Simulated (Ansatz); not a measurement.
**Computed against measured: atomisation enthalpy at 298 K**

8 molecules with open shells; the atomisation enthalpy at 298 K in kJ/mol, computed less measured. Shapes, held fixed at every level: PBE0-D4/def2-TZVP. Flexible molecules stand in one conformer, not always the lowest. Thermal terms are harmonic and unscaled (PBE0-D4/def2-TZVP); the spin-orbit lowering of the free atoms is taken from their spectra. Programs: Ansatz 0.2.0. Measured values: Active Thermochemical Tables.

Levels: A = B3LYP-D4/def2-TZVPP; B = BHLYP-D4/def2-TZVPP; C = B2PLYP/def2-TZVPP.

```json
{"molecule": "N2H (dinitrogen monohydride)", "from tabulated heats": "913", "A": "+35", "B": "-62", "C": "+7"}
{"molecule": "C2HO (SMILES C#C[O])", "from tabulated heats": "1723", "A": "+19", "B": "-98", "C": "+1"}
{"molecule": "CH3 (SMILES [CH3])", "from tabulated heats": "1224", "A": "+11", "B": "-10", "C": "-5"}
{"molecule": "CH3O (hydroxymethyl radical)", "from tabulated heats": "1636", "A": "+7", "B": "-62", "C": "-13"}
{"molecule": "N2H3 (hydrazinyl radical)", "from tabulated heats": "1374", "A": "+42", "B": "-48", "C": "+1"}
{"molecule": "C3H3 (cyclopropenyl radical)", "from tabulated heats": "2318", "A": "+11", "B": "-75", "C": "-13"}
{"molecule": "C3H3 (propargyl radical)", "from tabulated heats": "2453", "A": "+17", "B": "-72", "C": "-11"}
{"molecule": "C2H5O (ethoxy radical)", "from tabulated heats": "2784", "A": "+19", "B": "-66", "C": "-20"}
```

Q: Which level does best on this set, which worst, and which err to one side?

A: 
| level | kind | mean error | mean absolute error | worst case |
| --- | --- | --- | --- | --- |
| B3LYP-D4/def2-TZVPP | global hybrid | +20.1 | 20.1 | N2H3 |
| BHLYP-D4/def2-TZVPP | global hybrid | -61.6 | 61.6 | C2HO |
| B2PLYP/def2-TZVPP | double hybrid | -6.6 | 8.9 | C2H5O |

On this set B2PLYP/def2-TZVPP has the smallest mean absolute error and BHLYP-D4/def2-TZVPP the largest. B3LYP-D4/def2-TZVPP is too high in 8 of 8; BHLYP-D4/def2-TZVPP is too low in 8 of 8; B2PLYP/def2-TZVPP is too low in 5 of 8. Heats of the atoms come from ATcT where it has them. Spin contamination: N2H (⟨S²⟩ up to 0.85), C2HO (⟨S²⟩ up to 0.81), C3H3 (propargyl radical) (⟨S²⟩ up to 0.96). Open shells run unrestricted. The set is small.
